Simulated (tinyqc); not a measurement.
Stretching all distances: RHF, UHF, MP2, CISD and CCSD against full CI in the sto-3g basis, for H2F+, spin multiplicity 1. Computed by the program tinyqc with PySCF. Command: `OMP_NUM_THREADS=1 python tinyqc.py 115337 115338 out.jsonl`; one thread of a shared host (Intel(R) Xeon(R) Processor @ 2.60GHz), about 50 s.

Geometry (angstrom):

| atom | x | y | z |
|---|---|---|---|
| F | 0.0000 | 0.0000 | 0.0000 |
| H | 0.0000 | 0.7390 | 0.5620 |
| H | 0.0000 | -0.7900 | 0.6010 |

All coordinates are multiplied by the scale. c0^2 is the weight of the RHF determinant in the lowest singlet FCI state (UHF is spin-contaminated and may lie near states of higher spin) and n(LUMO) the first natural occupation beyond the occupied space.

Full CI energy (hartree) and errors against it (kcal/mol):

| scale | distance 1-2 (angstrom) | E(FCI) | RHF | UHF | MP2 | CISD | CCSD | <S^2> UHF | c0^2 | n(LUMO) |
|---|---|---|---|---|---|---|---|---|---|---|
| 0.8600 | 0.7984 | -98.821003 | 19.5196 | 19.5196 | 4.4019 | 0.1874 | 0.1113 | 0.0000 | 0.9876 | 0.0137 |
| 1.1100 | 1.0305 | -98.899865 | 33.7224 | 33.7224 | 8.6926 | 0.6943 | 0.4196 | 0.0000 | 0.9673 | 0.0342 |
| 1.3600 | 1.2627 | -98.814792 | 53.1891 | 53.1891 | 14.5345 | 1.9867 | 1.2991 | 0.0000 | 0.9245 | 0.0752 |
| 1.6100 | 1.4948 | -98.709638 | 77.2970 | 56.5630 | 20.8073 | 4.2584 | 2.9124 | 0.8101 | 0.8516 | 0.1446 |
| 1.8600 | 1.7269 | -98.621238 | 104.1710 | 39.7625 | 25.7589 | 7.1018 | 4.5172 | 1.2004 | 0.7476 | 0.2415 |
| 2.1000 | 1.9497 | -98.560710 | 128.3834 | 24.8481 | 36.3228 | 7.8164 | 4.2106 | 1.3471 | 0.5583 | 0.3443 |

UHF parts from RHF first at scale 1.61 of those listed, where <S^2> leaves zero. The weight c0^2 goes from 0.99 to 0.56 and n(LUMO) from 0.01 to 0.34: static correlation grows as the bonds break into open-shell fragments. The spread of the error along the curve, which distorts its shape, is CCSD 4.4, CISD 7.6, MP2 31.9, UHF 37.0, RHF 108.9 kcal/mol. The table stops here: at scale 2.35 and beyond, the reference weight falls under 0.45 or RHF, UHF or CCSD hop between solutions, so those rows were left out and the spreads given cover only the rows shown. As computed, partly on other solutions, the errors there reach in size RHF 162, UHF 14, MP2 42, CISD 4, CCSD 20 kcal/mol.
